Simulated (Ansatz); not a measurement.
# AlH₃SSi: taking an electron away

Aim: the vertical ionisation energy of AlH₃SSi, as cation minus neutral at the neutral's geometry, on several levels, and how well −ε(HOMO) stands in for it.

The runs use Ansatz 0.2.0, Gaussian basis; unrestricted cation, the program's frozen cores in correlated methods.

Plan: UKS PBE-D4/def2-TZVPP; UKS r2SCAN-D4/def2-TZVPP; UKS PBE0-D4/def2-TZVPP; UKS B3LYP-D4/def2-TZVPP; UKS wB97X-V/def2-TZVPP; UKS wB97M-V/def2-TZVPP; UKS B2PLYP/def2-TZVPP; UHF-CCSD(T)/def2-TZVPP; UHF-MP2/def2-QZVPP; extrapolation to the limit; then −ε(HOMO) from the neutral's earlier runs with LDA (SPW92), PBE-D4, revPBE-D4, BLYP-D4, r2SCAN-D4, B97M-V, PBE0-D4, B3LYP-D4, r2SCANh-D4, r2SCAN0-D4, HSE06-D4, BHLYP-D4, CAM-B3LYP-D4, LC-ωPBE, ωB97X-V, ωB97M-V.

## 1. The relaxed structure

The geometry comes from an earlier relaxation with PBE0-D4 in a triple-zeta def2 set; it is a stationary point.

SMILES `[AlH]1[SiH2][S]1`, 6 atoms, charge 0, spin multiplicity 1.

Atoms are counted from 1 here; the program's logs count them from 0.

Bond lengths: Al1–Si2 2.318 Å, Al1–S3 2.171 Å, Al1–H4 1.572 Å, Si2–S3 2.201 Å, Si2–H5 1.487 Å, Si2–H6 1.487 Å. Angles: Si2–Al1–S3 58.6°, Si2–Al1–H4 165.3°, S3–Al1–H4 136.1°, Al1–Si2–S3 57.3°, Al1–Si2–H5 125.2°, Al1–Si2–H6 125.2°, S3–Si2–H5 112.5°, S3–Si2–H6 112.5°, H5–Si2–H6 108.7°, Al1–S3–Si2 64.0°.

Coordinates:

```
Al   -1.0217   -0.7454   -0.5950
Si    0.8544    0.1863    0.3976
S    -0.9181    1.3749   -0.1422
H    -2.0783   -1.7150   -1.2396
H     2.0762    0.6275   -0.3252
H     1.1297    0.2075    1.8583
```

## 2. Cation, UKS PBE-D4/def2-TZVPP

in.yaml

```yaml
crystal:
  periodic: [false, false, false]
  atoms:
    - {symbol: Al, position_ang: [-1.021736, -0.745368, -0.595012]}
    - {symbol: Si, position_ang: [0.854449, 0.186327, 0.397591]}
    - {symbol: S, position_ang: [-0.918079, 1.374855, -0.142191]}
    - {symbol: H, position_ang: [-2.078317, -1.714965, -1.239595]}
    - {symbol: H, position_ang: [2.076217, 0.627536, -0.325152]}
    - {symbol: H, position_ang: [1.129667, 0.207515, 1.858259]}
basis:
  gaussian: {orbitals: def2-TZVPP}
total_charge: 1
magnetization: {spin_polarized: true, initial_magnetization: 1}
hamiltonian: {xc: pbe, dispersion: d4}
```

Run with:

```console
ansatz run in.yaml --threads 2 --pin off --events-out ev --progress --plain --max-ram 4352MiB
```

Further steps of the session: Cation, UKS r2SCAN-D4/def2-TZVPP; Cation, UKS PBE0-D4/def2-TZVPP; Cation, UKS B3LYP-D4/def2-TZVPP; Cation, UKS wB97X-V/def2-TZVPP; Cation, UKS wB97M-V/def2-TZVPP; Cation, UKS B2PLYP (frozen core)/def2-TZVPP; Cation, UHF-CCSD(T)/def2-TZVPP; Cation, UHF-MP2/def2-QZVPP.

Q: Predict the results of all the runs planned. Wanted: ionisation energy, CCSD(T)/CBS; nearest functional by difference; nearest −ε(HOMO); −ε(HOMO) of PBE; T1 of the cation.

The runs gave:

| quantity | value |
| --- | --- |
| ionisation energy, CCSD(T)/CBS | 8.78 eV |
| nearest functional by difference | ωB97M-V (-0.08 eV) |
| nearest −ε(HOMO) | ωB97X-V (-0.00 eV) |
| −ε(HOMO) of PBE | 5.68 eV |
| T1 of the cation | 0.019 |

**Reading.** By cation minus neutral, the functionals miss by 0.22 eV at most. The PBE orbital energy is 3.1 eV too small: a semilocal HOMO is no ionisation energy. Among orbital estimates ωB97X-V comes nearest. Hartree-Fock falls 0.97 eV short, as the neutral has more correlation energy than the cation. The cation may have settled in a state other than its lowest; no search over hole states beyond the program's own was made.
